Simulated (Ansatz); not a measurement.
A run of Ansatz (development build ahead of 0.2.0) on singlet C₄H₁₀ at this shape:

```
atom    x (Å)    y (Å)    z (Å)
   H   0.0000   0.0000   1.4738
   C   0.0000   0.0000   0.3677
   C   1.4538   0.0000  -0.0944
   C  -0.7269   1.2590  -0.0944
   C  -0.7269  -1.2590  -0.0944
   H   1.5159   0.0000  -1.1960
   H   1.9929   0.8896   0.2680
   H   1.9929  -0.8896   0.2680
   H  -0.7580   1.3128  -1.1960
   H  -1.7669   1.2811   0.2680
   H  -0.2260   2.1707   0.2680
   H  -0.7580  -1.3128  -1.1960
   H  -0.2260  -2.1707   0.2680
   H  -1.7669  -1.2811   0.2680
```

Its results:

- Converged: yes
- Reference energy: -157.30998 hartree
- Correlation energy: -0.59153 hartree
- Total energy: -157.90150 hartree
- Spin squared of the determinant: 0.000

Task: Which input gives this output? Name the method, the orbitals and the basis set, and write the input.

Result: RHF-MP2 in cc-pVDZ. An unrestricted run that stays on the closed shell gives the same numbers.

```yaml
crystal:
  periodic: [false, false, false]
  atoms:
    - { symbol: H, position_ang: [0.0, 0.0, 1.47377] }
    - { symbol: C, position_ang: [0.0, 0.0, 0.36769] }
    - { symbol: C, position_ang: [1.45376, 0.0, -0.09442] }
    - { symbol: C, position_ang: [-0.72688, 1.259, -0.09442] }
    - { symbol: C, position_ang: [-0.72688, -1.259, -0.09442] }
    - { symbol: H, position_ang: [1.51592, 0.0, -1.19602] }
    - { symbol: H, position_ang: [1.99288, 0.88961, 0.26795] }
    - { symbol: H, position_ang: [1.99288, -0.88961, 0.26795] }
    - { symbol: H, position_ang: [-0.75796, 1.31282, -1.19602] }
    - { symbol: H, position_ang: [-1.76686, 1.28108, 0.26795] }
    - { symbol: H, position_ang: [-0.22602, 2.17069, 0.26795] }
    - { symbol: H, position_ang: [-0.75796, -1.31282, -1.19602] }
    - { symbol: H, position_ang: [-0.22602, -2.17069, 0.26795] }
    - { symbol: H, position_ang: [-1.76686, -1.28108, 0.26795] }
basis:
  gaussian: { orbitals: cc-pVDZ }
hamiltonian:
  xc: hf
correlation:
  method: mp2
  frozen_orbitals: { C: 1, H: 0 }
```
